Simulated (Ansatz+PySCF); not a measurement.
Values are calculated unless marked as measured or tabulated.
## Ansatz (development build ahead of 0.2.0) run

```yaml
crystal:
  periodic: [false, false, false]
  atoms:
    - { symbol: O, position_ang: [-0.03237, 0.87274, -0.73237] }
    - { symbol: H, position_ang: [-0.01687, 1.59929, -0.06284] }
    - { symbol: Cl, position_ang: [-0.03175, -0.48865, 0.30441] }
basis:
  gaussian: { orbitals: def2-SVP }
magnetization:
  spin_polarized: true
hamiltonian:
  xc: hf
correlation:
  method: mp2
  frozen_orbitals: { Cl: 5, H: 0, O: 1 }
scf:
  omitted_lower_state_checks: [starts, atomic_configurations, cluster_reference, orbital_swaps, given_window_search, neighbouring_geometries, increment]
```

The input is written out in the form of the current development build from the run's settings.

Results

```yaml
Converged: yes
Reference_energy: -534.65234 hartree
Correlation_energy: -0.32946 hartree
Total_energy: -534.98179 hartree
Spin_squared_of_the_determinant: 0.000
Stability_test: minimum
```
